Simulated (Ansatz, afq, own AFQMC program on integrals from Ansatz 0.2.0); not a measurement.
Two steps: Ansatz 0.2.0 writes the Fock matrix and Cholesky factors of the valence space, and afq projects on them the lowest state that overlaps trial and start.

```yaml
crystal:
  periodic: [false, false, false]
  atoms:
    - {symbol: O, position_ang: [0.000000, -0.069082, 0.000000]}
    - {symbol: H, position_ang: [0.000000, 0.548282, 0.757588]}
    - {symbol: H, position_ang: [0.000000, 0.548282, -0.757588]}
basis:
  gaussian: {orbitals: aug-cc-pVDZ}
total_charge: -1
magnetization: {spin_polarized: true, initial_magnetization: 3}
correlation: {method: ccsd_t, electrons: outside_noble_gas, hamiltonian_folder: ham}
```

```sh
$ ansatz run in.yaml --threads 1 --pin off --events-out ev --progress --plain --max-ram 16896MiB --backend cuda --devices 0, --max-vram 18GiB
```

Options of the walk:

```
--method free --trial cisd --walkers 4000 --time-step 0.03 --max-blocks 4000 --target-error 0.00036 --factor-cut 1e-05 --seed 1865 --times 0,0.3,0.6,1.2,1.8,2.4,3.6,4.8,6 --taylor-order 8
```

Times are imaginary, in 1/Eh. The walk had a cap of 62 s.

Log:

```
orbitals 40  electrons 6 3  factors 310 of 401
reference energy -75.80169257 Eh
CCSD correlation -0.18856081 Eh in 10 cycles, weight of the determinant in the CISD state 0.9381
repeat  energy at the last time / Eh  error
    10  -75.994443  0.000226
    20  -75.994545  0.000133
time / (1/Eh)  energy / Eh  error  mean overlap
  0.00  -75.990295  0.000025  1.0660
  0.30  -75.993615  0.000028  1.0658
  0.60  -75.994420  0.000025  1.0649
  1.20  -75.994711  0.000031  1.0679
  1.80  -75.994904  0.000031  1.0644
  2.40  -75.994864  0.000042  1.0649
  3.60  -75.994884  0.000057  1.0641
  4.80  -75.994944  0.000071  1.0652
  6.00  -75.994702  0.000106  1.0764
energy -75.994702 +/- 0.000106 Eh
```

The run passed its tests (error under three times the target), which doesn't prove that it has relaxed, ending at its cap on processor time.

Against this walk (error 2.9 meV) on the same determinant: CCSD(T) 12.8 meV higher, CCSDT(Q) 5.9 meV lower. The error is statistical, and a free projection of finite length keeps a remainder of its start. The last points scatter (meV from the last: -5.5 ± 0.8 at 1.80, -4.4 ± 1.2 at 2.40, -5.0 ± 1.6 at 3.60, -6.6 ± 1.9 at 4.80, 0 ± 3 at 6.00); the last is the one printed as the energy, and the gaps above move with that scatter.

Cautions: remainder of the start not in the error; another spin lies lower (by 6.88 eV); at this level and basis the anion state lies above a neutral one.

The walk took 64 s on 1 × NVIDIA H100 80GB HBM3 with 2 threads of AMD EPYC 7R13 Processor (Zen 3), on a shared host (the card was shared). The log's last line is the free-projection energy.

CCSDT and higher add their correlation energy to the determinant of the CCSD(T) run, since their own runs factorise the integrals more tightly (a shift of under 2 meV). A walk keeps the symmetry of its determinant, which the program's search chose and which needn't be the lowest solution, so a lower state of the same spin and another symmetry isn't excluded.
